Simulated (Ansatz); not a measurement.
Relaxing Fe2F

Level of theory: Ansatz, DFT PBE, scalar-relativistic, plane waves, PAW. Cutoff 420 eV, Γ-centred k mesh, Gaussian smearing, collinear spin, first started from parallel moments.

The start puts Fe2F on the anti-rutile structure type (P4_2/mnm, No. 136), with F in place of Ti, Fe in place of O, at a guessed volume.

```
CELL_PARAMETERS angstrom
4.74578 0.00000 0.00000
0.00000 4.74578 0.00000
0.00000 0.00000 3.05676
ATOMIC_POSITIONS crystal
Fe 0.30600 0.30600 0.00000
Fe 0.19400 0.80600 0.50000
Fe 0.69400 0.69400 0.00000
Fe 0.80600 0.19400 0.50000
F 0.00000 0.00000 0.00000
F 0.50000 0.50000 0.50000
```

Cell and atoms relax at zero pressure; the relaxation can't lower the symmetry of the start. After a coarse first stage the cell is made exact in the group found at 0.06 Å.

The zero of energy is the elements' standard structures at the same level (F₂ as a molecule); no fitted shifts are applied.

**Question.** What does it relax into?

**Answer.** It keeps P4_2/mnm (No. 136). The result has the rutile structure. Conventional cell: a = 4.632 Å, c = 3.703 Å. Fe is coordinated by 1 F at 2.04 Å, 2 F at 2.23 Å and 1 Fe at 2.47 Å; F has 2 Fe at 2.04 Å and 4 Fe at 2.23 Å.

```xyz
6
Lattice="4.6318 0.0000 0.0000 0.0000 4.6318 0.0000 0.0000 0.0000 3.7026" Properties=species:S:1:pos:R:3 pbc="T T T"
Fe    1.4419    1.4419    0.0000
Fe    0.8740    3.7578    1.8513
Fe    3.1899    3.1899    0.0000
Fe    3.7578    0.8740    1.8513
F     0.0000    0.0000    0.0000
F     2.3159    2.3159    1.8513
```

**Question.** What are its volume, energy, gap and moment?

**Answer.** The volume per atom is 13.24 Å³ and the density is 5.46 g/cm³. The energy over the elements is 0.14 eV/atom. The gap on the 8×8×10 mesh is 0 eV (a metal), the net moment per atom is 2.05 μB and the largest site moment is 2.88 μB.

The final run used a 8×8×10 mesh on its 6-atom cell and 0.10 eV smearing. For metals, differences of a few meV/atom aren't resolved. Symmetry constrained the relaxation, so the result can be a saddle point. The steps took of the order of 10 core-minutes in all.